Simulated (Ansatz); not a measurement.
## SiH2OF (SMILES O[SiH]F): methods side by side

SiH2OF has 5 atoms, charge 0, and is taken as a doublet. SMILES: `O[SiH]F`. The shape was relaxed beforehand at B3LYP/def2-SVP. This is one conformer, not always the lowest.

```xyz
5

O    -0.6230   -0.9017   -0.2750
Si    0.2935    0.2441    0.5038
F     0.2015    1.6703   -0.2904
H    -1.5760   -0.7647   -0.3460
H     1.7040   -0.2480    0.4076
```

Each level gives the dissociation energy of the H4–O1 bond into doublet H and singlet SiHOF (shapes relaxed at B3LYP/def2-SVP, no zero-point term) (eV). The values are calculated.

```json
{"level": "UHF/def2-TZVPP", "kind": "Hartree–Fock", "program": "Ansatz", "value (eV)": "2.69", "CPU time (all runs)": "1.9 s"}
{"level": "USVWN5/def2-TZVPP", "kind": "LDA", "program": "Ansatz", "value (eV)": "2.80", "CPU time (all runs)": "2 s"}
{"level": "UPBE/def2-TZVPP", "kind": "GGA", "program": "Ansatz", "value (eV)": "2.49", "CPU time (all runs)": "3.6 s"}
{"level": "U-r2SCAN/def2-TZVPP", "kind": "meta-GGA", "program": "Ansatz", "value (eV)": "2.67", "CPU time (all runs)": "8.4 s"}
{"level": "UB3LYP/def2-TZVPP", "kind": "global hybrid", "program": "Ansatz", "value (eV)": "2.61", "CPU time (all runs)": "4.8 s"}
{"level": "UPBE0-D4/def2-TZVPP", "kind": "global hybrid", "program": "Ansatz", "value (eV)": "2.69", "CPU time (all runs)": "4.5 s"}
{"level": "UCAM-B3LYP/def2-TZVPP", "kind": "range-separated hybrid", "program": "Ansatz", "value (eV)": "2.68", "CPU time (all runs)": "5.1 s"}
{"level": "UB2PLYP/def2-TZVPP", "kind": "double hybrid", "program": "Ansatz", "value (eV)": "2.50", "CPU time (all runs)": "7.1 s"}
{"level": "RPA@PBE/def2-TZVPP", "kind": "RPA", "program": "Ansatz", "value (eV)": "2.46", "CPU time (all runs)": "6.9 s"}
```

The values span 2.46 to 2.80 eV. A fragment with an even electron count was run as a singlet and may have a lower triplet. Measured bond enthalpies also hold zero-point and thermal terms, a few tenths of an eV less. Times are those of the runs behind each value, whatever else they computed, on shared processors of several kinds: orders of magnitude only.
